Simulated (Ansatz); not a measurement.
# AlH2NaS (SMILES [Na][S][AlH2]): functionals against CCSD(T) at one geometry

An exercise on one series of results from a longer session: the logs are not shown, and one member is left open.

Method: single points in def2-TZVPP; program: Ansatz 0.2.0, Gaussian basis.

Correlated methods freeze the cores. The outer core shell of Li, Na, Mg and K is correlated.

## Where the work starts

SMILES `[Na][S][AlH2]`, 5 atoms, charge 0, spin multiplicity 1.

Atoms are counted from 1 here; the program's logs count them from 0.

Bond lengths: Na1–S2 2.475 Å, S2–Al3 2.172 Å, Al3–H4 1.389 Å, Al3–H5 1.557 Å. Angles: Na1–S2–Al3 152.6°, S2–Al3–H4 122.0°, S2–Al3–H5 115.6°, H4–Al3–H5 122.3°.

Geometry (Å):

```csv
atom,x (Å),y (Å),z (Å)
Na1,-1.2855,-1.2794,2.9462
S2,0.0596,-0.6474,0.9672
Al3,0.3370,0.3782,-0.9273
H4,-0.0870,-0.1710,-2.1309
H5,1.0230,1.7731,-0.8441
```

The first run:

Input file run/in.yaml:

```yaml
crystal:
  periodic: [false, false, false]
  atoms:
    - {symbol: Na, position_ang: [-1.285500, -1.279400, 2.946200]}
    - {symbol: S, position_ang: [0.059600, -0.647400, 0.967200]}
    - {symbol: Al, position_ang: [0.337000, 0.378200, -0.927300]}
    - {symbol: H, position_ang: [-0.087000, -0.171000, -2.130900]}
    - {symbol: H, position_ang: [1.023000, 1.773100, -0.844100]}
basis:
  gaussian: {orbitals: def2-TZVPP}
correlation: {method: ccsd_t}
output: {forces: true}
```

The command line of these runs was not kept.

Among the steps run: CCSD(T)/def2-TZVPP; PBE0-D4/def2-TZVPP; wB97M-V/def2-TZVPP; r2SCAN-D4/def2-TZVPP; PBE-D4/def2-TZVPP; wB97X-V/def2-TZVPP; SPW92/def2-TZVPP.

One of the session's tables, all rows but one given; the rest of the session is left out.

```
   method  RMS force component (eV/Å)  angle to CCSD(T) forces (°)  dipole (D)
  CCSD(T)                       1.525                    reference        9.50
  PBE0-D4                       1.533                          1.2        9.23
  wB97M-V                       1.481                          1.6        9.17
r2SCAN-D4                       1.526                          1.2        9.39
   PBE-D4                           ?                            ?           ?
  wB97X-V                       1.549                          1.9        9.30
    SPW92                       1.536                          2.8        9.07
```

Estimate the missing values for PBE-D4.

The run gave: RMS force component (eV/Å): 1.514; angle to CCSD(T) forces (°): 2.4; dipole (D): 9.04. In the column «RMS force component (eV/Å)» it lies between wB97M-V (1.481) and CCSD(T) (1.525).
